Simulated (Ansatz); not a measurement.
Ansatz (a quantum-chemistry and plane-wave program) input (B3LYP-D3(BJ)/def2-TZVP):

Ansatz 0.2 input:
```yaml
crystal:
  periodic: [false, false, false]
  atoms:
    - {symbol: N, position_ang: [-0.00854191, 0.12949217, 0.26445128]}
    - {symbol: C, position_ang: [-0.00731208, 1.50990577, 0.12514549]}
    - {symbol: C, position_ang: [1.19859405, -0.57275068, -0.08476237]}
    - {symbol: C, position_ang: [-1.21871766, -0.57046102, -0.07878766]}
    - {symbol: H, position_ang: [0.91423377, 2.00709223, 0.36377865]}
    - {symbol: H, position_ang: [-0.92679231, 2.00931872, 0.36681722]}
    - {symbol: H, position_ang: [1.30380486, -0.71133394, -1.17035245]}
    - {symbol: H, position_ang: [1.19137982, -1.55720085, 0.38710851]}
    - {symbol: H, position_ang: [2.05986723, -0.01476795, 0.27678645]}
    - {symbol: H, position_ang: [-1.32671671, -0.71369289, -1.16346351]}
    - {symbol: H, position_ang: [-2.07735899, -0.00815270, 0.28211545]}
    - {symbol: H, position_ang: [-1.21355996, -1.55269966, 0.39770335]}
basis:
  gaussian:
    orbitals: def2-TZVP
hamiltonian:
  xc: b3lyp
  dispersion: d3bj
magnetization: {spin_polarized: true, initial_magnetization: 1}
relax: {f_tol: 0.002, max_steps: 150}
```

End of the output:

```
these checks for a lower state are left out or cut short: starts, cluster_reference, orbital_swaps, neighbouring_geometries, increment
integrals: 0.07 GiB planned
1047 factors; their error is unknown
mean field: 0.94 GiB planned
mean field -4731.78799488 eV, -173.8900014908 hartree, gradient 1.4e-5 eV, S^2 0.753881; 0 other end points of the search recorded, 0 dependent functions left out
the calculation of the forces begins
reference -4731.78826423 eV, -173.8900113891 hartree; 17, 16 occupied and 155, 156 virtual orbitals, 1047 factors
relax step   4: F+E_penalty+E_count = -4732.13611309 eV  Δ(F+E_penalty+E_count) = -3.966e-4 eV  max|allowed force component| = 6.826e-2 eV/Å  Δτ_max = 0.0254 Å  (33 SCF iters, accepted)
these checks for a lower state are left out or cut short: starts, cluster_reference, orbital_swaps, neighbouring_geometries, increment
integrals: 0.07 GiB planned
1047 factors; their error is unknown
mean field: 0.94 GiB planned
mean field -4731.78824593 eV, -173.8900107166 hartree, gradient 1.6e-5 eV, S^2 0.753877; 0 other end points of the search recorded, 0 dependent functions left out
the calculation of the forces begins
reference -4731.78851539 eV, -173.8900206193 hartree; 17, 16 occupied and 155, 156 virtual orbitals, 1047 factors
relax step   5: F+E_penalty+E_count = -4732.13633708 eV  Δ(F+E_penalty+E_count) = -2.240e-4 eV  max|allowed force component| = 1.421e-2 eV/Å  Δτ_max = 0.0082 Å  (34 SCF iters, accepted)
these checks for a lower state are left out or cut short: starts, cluster_reference, orbital_swaps, neighbouring_geometries, increment
integrals: 0.07 GiB planned
1047 factors; their error is unknown
mean field: 0.94 GiB planned
mean field -4731.78823401 eV, -173.8900102787 hartree, gradient 1.6e-5 eV, S^2 0.753876; 0 other end points of the search recorded, 0 dependent functions left out
the calculation of the forces begins
reference -4731.78850352 eV, -173.8900201830 hartree; 17, 16 occupied and 155, 156 virtual orbitals, 1047 factors
relax step   6: F+E_penalty+E_count = -4732.13635411 eV  Δ(F+E_penalty+E_count) = -1.704e-5 eV  max|allowed force component| = 1.796e-3 eV/Å  Δτ_max = 0.0014 Å  (34 SCF iters, accepted)
integrals: 0.07 GiB planned
1047 factors; their error is unknown
mean field: 0.94 GiB planned
mean field evaluation 64: about -4731.7574 eV, gradient 3.5e0 eV
mean field -4731.78823401 eV, -173.8900102787 hartree, gradient 1.6e-5 eV, S^2 0.753876; 1 other end points of the search recorded, 0 dependent functions left out
the calculation of the forces begins
reference -4731.78850352 eV, -173.8900201830 hartree; 17, 16 occupied and 155, 156 virtual orbitals, 1047 factors
Total energy: -4732.13662362 eV, -173.9028133606 hartree
Atom 0 at    -0.008569     0.131315     0.262448 Å, force     0.000035    -0.000980     0.001796 eV/Å
Atom 1 at    -0.007314     1.502909     0.121763 Å, force    -0.000004     0.000468    -0.001363 eV/Å
Atom 2 at     1.209784    -0.575440    -0.071790 Å, force    -0.001445    -0.000458     0.000165 eV/Å
Atom 3 at    -1.229862    -0.572709    -0.066780 Å, force     0.001496    -0.000562     0.000063 eV/Å
Atom 4 at     0.925446     2.014234     0.309032 Å, force     0.001639     0.001113     0.000407 eV/Å
Atom 5 at    -0.938135     2.016342     0.312876 Å, force    -0.001630     0.001095     0.000411 eV/Å
Atom 6 at     1.352661    -0.663247    -1.159087 Å, force     0.000750    -0.001083    -0.000572 eV/Å
Atom 7 at     1.183833    -1.578907     0.355587 Å, force     0.000858     0.000196    -0.001001 eV/Å
Atom 8 at     2.065759    -0.043981     0.343488 Å, force    -0.000453     0.000540     0.000787 eV/Å
Atom 9 at    -1.377346    -0.660294    -1.153479 Å, force    -0.000711    -0.001086    -0.000591 eV/Å
Atom 10 at    -2.082946    -0.039277     0.351895 Å, force     0.000446     0.000522     0.000914 eV/Å
Atom 11 at    -1.204430    -1.576196     0.360588 Å, force    -0.000983     0.000235    -0.001017 eV/Å
Dipole moment:    -0.000239    -0.257409     0.024811 e Å
```

It need not be the lowest isomer of its formula.
